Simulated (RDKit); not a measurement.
RDKit input (UFF):

```python
from rdkit import Chem
from rdkit.Chem import AllChem, rdDetermineBonds

mol = Chem.MolFromXYZFile('mol.xyz')
rdDetermineBonds.DetermineBonds(mol, charge=-1)
print('SMILES', Chem.MolToSmiles(Chem.RemoveHs(mol)))
ff = AllChem.UFFGetMoleculeForceField(mol)
e0 = ff.CalcEnergy()
flag = ff.Minimize(maxIts=5000, forceTol=1e-5)
print(f'energy {e0:.4f} -> {ff.CalcEnergy():.4f} kcal/mol, converged: {flag == 0}')
print(Chem.MolToXYZBlock(mol))
```
mol.xyz:
```
5

C     -0.01960273     0.53041536     0.01007793
O      0.02915470    -0.78887498    -0.01498868
H     -1.06290528     1.00482270     0.02799415
H      0.48134512     1.04526317     0.90330047
H      0.46593892     1.07842182    -0.87185278
```

Output:

```
SMILES C[O-]
energy 10.1716 -> 0.0000 kcal/mol, converged: True
5

C     -0.023315    0.630854    0.011987
O      0.028157   -0.761788   -0.014483
H     -1.082174    0.961538    0.027356
H      0.493491    1.002799    0.920468
H      0.477771    1.036645   -0.890796
```

The dipole moment of an ion depends on the origin.
